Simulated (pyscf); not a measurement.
Single points on ωB97X-D3(BJ)/def2-SVP structures (PySCF, gas phase). MP2 and CC: frozen core, UHF for open shells. ΔMP2 is the change of the MP2 total energy from the triple- to the quadruple-zeta basis.

**Question.** What is the homolytic dissociation enthalpy (298 K, CCSD(T)/def2-TZVPP + ΔMP2(QZVPP)) of the Cl–Ga bond of H₂N–Ga(NH₂)–Cl (SMILES [NH2][Ga]([NH2])[Cl]), to [H₂N–Ga–NH₂]• + Cl•?

**Answer.** Cl–Ga to [H₂N–Ga–NH₂]• + Cl•: 109.2 kcal/mol. The radicals are drawn with the spin at the cut bond; how far it spreads was not checked. Other isomers of [H₂N–Ga–NH₂]• were not searched in full and may lie lower. The CCSD(T) − MP2 part came from Ansatz, without density fitting, on the same reference. The frozen core leaves the outer d or s,p core shells of the metals and heavy elements correlated in the MP2 and CC values, and def2-TZVPP describes them poorly, which can shift differences by a few kcal/mol. Left out: the spin-orbit lowering of Cl. Elements up to Kr have no core potential and no relativistic terms here.
